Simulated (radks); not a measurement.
# C⁴⁻ held by a Watson sphere

Aim: the size and levels of C⁴⁻ inside a shell of charge +4 and radius R, which stands for the Madelung well of a crystal, for several R.

The numbers are computed with radks (a radial shooting solver on a logarithmic mesh, Libxc functionals) version 1 (scalar-relativistic Kohn-Sham, LDA (Slater exchange, Perdew-Wang correlation), spin-polarised, spherical densities, point nucleus), except any that are marked as measured or tabulated.

### 1 The atom as given

```
element       : carbon (Z = 6)
charge        : -4
electrons     : 10
configuration : [Ne]
```

The outer shells:

C⁴⁻
```
[He] core
2s [↑↓]
2p [↑↓][↑↓][↑↓]
```

### 2 R = 1.87 bohr

Input:

```text
Z 6
configuration [Ne]
relativity scalar-relativistic
functional lda,pw
spin polarised
nucleus point
c 137.035999084
watson charge 4 radius 1.87 bohr
response adiabatic LDA kernel
```

### 3 R = 2.07 bohr

Settings, as their differences from step 2:

```diff
@@ -7,3 +7,3 @@
 c 137.035999084
-watson charge 4 radius 1.87 bohr
+watson charge 4 radius 2.07 bohr
 response adiabatic LDA kernel
```

### 4 R = 2.54 bohr

Settings, as their differences from step 3:

```diff
@@ -7,3 +7,3 @@
 c 137.035999084
-watson charge 4 radius 2.07 bohr
+watson charge 4 radius 2.54 bohr
 response adiabatic LDA kernel
```

### 5 R = 2.64 bohr

Settings, as their differences from step 4:

```diff
@@ -7,3 +7,3 @@
 c 137.035999084
-watson charge 4 radius 2.54 bohr
+watson charge 4 radius 2.64 bohr
 response adiabatic LDA kernel
```

### 6 R = 2.68 bohr

Settings, as their differences from step 5:

```diff
@@ -7,3 +7,3 @@
 c 137.035999084
-watson charge 4 radius 2.64 bohr
+watson charge 4 radius 2.68 bohr
 response adiabatic LDA kernel
```

### 7 R = 3.24 bohr

Settings, as their differences from step 6:

```diff
@@ -7,3 +7,3 @@
 c 137.035999084
-watson charge 4 radius 2.68 bohr
+watson charge 4 radius 3.24 bohr
 response adiabatic LDA kernel
```

### 8 R = 3.25 bohr

Settings, as their differences from step 7:

```diff
@@ -7,3 +7,3 @@
 c 137.035999084
-watson charge 4 radius 3.24 bohr
+watson charge 4 radius 3.25 bohr
 response adiabatic LDA kernel
```

What does the calculation give? Wanted: for each run, R; highest level; its <r>; sum of <r²>; α.

**Answer**, as computed:

| R (bohr) | highest level (eV) | its <r> (bohr) | sum of <r²> (bohr²) | α (bohr³) |
| --- | --- | --- | --- | --- |
| 1.87 | -8.154 | 1.902 | 33.76 | 21.29 |
| 2.07 | -7.503 | 2.018 | 37.73 | 26.97 |
| 2.54 | -6.217 | 2.288 | 47.75 | 45.70 |
| 2.64 | -5.983 | 2.345 | 50.02 | 50.91 |
| 2.68 | -5.893 | 2.368 | 50.95 | 53.14 |
| 3.24 | -4.829 | 2.695 | 64.80 | 94.52 |
| 3.25 | -4.813 | 2.701 | 65.07 | 95.45 |

What this shows: From R = 1.87 to 3.25 bohr the top level moves from -8.154 to -4.813 eV and its mean radius from 1.90 to 2.70 bohr. A wider sphere makes a shallower well, so the ion swells. The polarisability goes from 21.3 to 95.4 bohr³. Response by self-consistent Sternheimer equations with the Hartree and adiabatic LDA kernel, the relativistic mass of each level held fixed and spin-orbit coupling left out. The sphere does not respond.
